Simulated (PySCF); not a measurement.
methyl formate (C2H4O2), SMILES O(C)C=O. Coordinates come from a PBE-D3(BJ)/def2-SVP optimisation. Other conformers were not sampled.

Computed with PBE-D3(BJ)/def2-SVP run with PySCF 2.14.0.

Harmonic wavenumbers (cm⁻¹): 98, 290, 353, 762, 935, 987, 1127, 1138, 1197, 1344, 1399, 1404, 1420, 1795, 2949, 2978, 3067, 3115. Rotational constants (GHz): 19.87, 6.804, 5.239; symmetry number 1.

Task: Work out the zero-point energy and the ideal-gas rigid-rotor harmonic-oscillator thermochemistry at 298.15 K and 1 atm.

Result: ZPE = ½ Σ hcν = ½ × 26357 cm⁻¹ = 37.68 kcal/mol. H − E(el) = 41.18 kcal/mol. Entropy in cal/(mol K): translation 38.20, rotation 23.63, vibration 6.81, total 68.64. G − E(el) = 20.71 kcal/mol. Cp = 15.90 cal/(mol K). Modes under 150 cm⁻¹ make the vibrational entropy uncertain.
